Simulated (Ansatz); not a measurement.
Geometry optimisation, UKS PBE-D4/def2-SVP in Ansatz.

Input file:

```yaml
crystal:
  periodic: [false, false, false]
  atoms:
    - { symbol: Si, position_ang: [0.054727, -0.025519, -0.293711] }
    - { symbol: H, position_ang: [-0.018588, -0.191071, 2.364065] }
    - { symbol: H, position_ang: [1.499344, 0.021666, -0.736274] }
    - { symbol: C, position_ang: [-0.895889, 1.55627, -0.718277] }
    - { symbol: H, position_ang: [-1.987923, 1.371888, -0.701988] }
    - { symbol: H, position_ang: [-0.675531, 2.371017, 0.000826] }
    - { symbol: H, position_ang: [-0.606536, 1.897721, -1.734721] }
    - { symbol: H, position_ang: [-0.579136, -1.255822, -0.894423] }
    - { symbol: "N", position_ang: [-0.303857, 0.160366, 3.310725] }
    - { symbol: H, position_ang: [-0.404109, -0.6908, 3.889081] }
    - { symbol: H, position_ang: [0.559596, 0.604184, 3.661096] }
magnetization:
  spin_polarized: true
  initial_magnetization: 1
basis:
  gaussian: { orbitals: def2-SVP }
hamiltonian:
  xc: pbe
  dispersion: d4
relax:
  f_tol: 0.03
  max_steps: 50
```

Launched with:

```bash
$ ansatz run input.yaml --threads 2 --pin off --max-ram 3072MiB --backend cpu --events-out ev --progress --plain --runs-dir out
```

Question: Where does it end, and by what steps?

Answer: The forces met the threshold. After 19 steps the energy has fallen by 0.238 eV; H10 moved furthest, 1.43 Å.

```json
{"step": "0", "energy less start (eV)": "0.0000", "largest force component (eV/Å)": "0.440", "accepted": "yes"}
{"step": "1", "energy less start (eV)": "-0.0116", "largest force component (eV/Å)": "0.153", "accepted": "yes"}
{"step": "2", "energy less start (eV)": "-0.0163", "largest force component (eV/Å)": "0.216", "accepted": "yes"}
{"step": "3", "energy less start (eV)": "-0.0223", "largest force component (eV/Å)": "0.178", "accepted": "yes"}
{"step": "4", "energy less start (eV)": "-0.0150", "largest force component (eV/Å)": "0.787", "accepted": "no"}
{"step": "5", "energy less start (eV)": "-0.0306", "largest force component (eV/Å)": "0.087", "accepted": "yes"}
{"step": "6", "energy less start (eV)": "-0.0361", "largest force component (eV/Å)": "0.291", "accepted": "yes"}
{"step": "7", "energy less start (eV)": "-0.0403", "largest force component (eV/Å)": "0.620", "accepted": "yes"}
{"step": "8", "energy less start (eV)": "-0.0426", "largest force component (eV/Å)": "0.930", "accepted": "yes"}
{"step": "9", "energy less start (eV)": "-0.0752", "largest force component (eV/Å)": "0.669", "accepted": "yes"}
{"step": "10", "energy less start (eV)": "-0.0992", "largest force component (eV/Å)": "0.447", "accepted": "yes"}
{"step": "11", "energy less start (eV)": "-0.1268", "largest force component (eV/Å)": "0.530", "accepted": "yes"}
{"step": "12", "energy less start (eV)": "-0.1602", "largest force component (eV/Å)": "0.577", "accepted": "yes"}
{"step": "13", "energy less start (eV)": "-0.1943", "largest force component (eV/Å)": "0.348", "accepted": "yes"}
{"step": "14", "energy less start (eV)": "-0.2162", "largest force component (eV/Å)": "0.392", "accepted": "yes"}
{"step": "15", "energy less start (eV)": "-0.2255", "largest force component (eV/Å)": "0.462", "accepted": "yes"}
{"step": "16", "energy less start (eV)": "-0.2308", "largest force component (eV/Å)": "0.333", "accepted": "yes"}
{"step": "17", "energy less start (eV)": "-0.2327", "largest force component (eV/Å)": "0.105", "accepted": "yes"}
{"step": "18", "energy less start (eV)": "-0.2375", "largest force component (eV/Å)": "0.085", "accepted": "yes"}
{"step": "19", "energy less start (eV)": "-0.2379", "largest force component (eV/Å)": "0.014", "accepted": "yes"}
```

```xyz
11
Properties=species:S:1:pos:R:3
Si -0.103 -0.289 -0.126
H 0.449 -0.716 2.860
H 1.395 -0.083 -0.036
C -0.987 1.393 -0.285
H -2.087 1.258 -0.349
H -0.770 2.050 0.579
H -0.663 1.914 -1.211
H -0.328 -1.009 -1.458
N 0.026 0.136 2.469
H -0.894 0.239 2.917
H 0.604 0.928 2.785
```

Run time: 39 s on 2 threads of Arm Neoverse V2, with other jobs on the host, peak memory 0.14 GiB.
